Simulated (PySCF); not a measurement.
**Structure from 2D NMR**

Compound of formula C₂H₄F₃N. Correlations simulated from computed shifts and the bond graph:

HSQC (one-bond C–H):
```tsv
δH	δC
3.21	49.4
```

HMBC (two and three bonds, from the bond graph):
```tsv
δH	δC
3.21	136.7
```

Carbons without hydrogens: δ 136.7.

Level of theory: B97-2/pcSseg-2 with gauge-including orbitals, PBE0-D3(BJ)/def2-TZVP geometry, in PySCF 2.14.0 with density-fitted response routines (one conformer, one averaged value for each set of equivalent atoms, isolated molecule, relativity neglected).

References, each an isolated molecule treated in the same way: 1H (σref 31.64) and 13C (σref 185.38) against TMS.

Exchangeable hydrogens are left out of these lists.

Which molecule is this?

Answers

`InChI=1S/C2H4F3N/c3-2(4,5)1-6/h1,6H2`.

Mapped SMILES: `[NH2:1][CH2:2][C:3]([F:4])([F:5])[F:6]`. Each H is labelled by its parent atom.

1. δC 136.7 is C3, a CF3 carbon.
2. δC 49.4 is C2, an sp3 CH2 bonded to N (δH 3.21).
3. HMBC from δH 3.21 reaches the proton-free carbon C3.

The shifts were computed for this structure.

The OH or NH signal is concentration- and solvent-dependent in practice; the value given is the gas-phase one. Shifts are as computed. Against solution values, carbons near 30 ppm lie about +3 ppm off and those near 130 ppm about +7 ppm. Of 1211 compounds with measured shifts, 218 miss one by over three times the rms of a fit or turn the order of signals round; such compounds aren't used in these exercises.
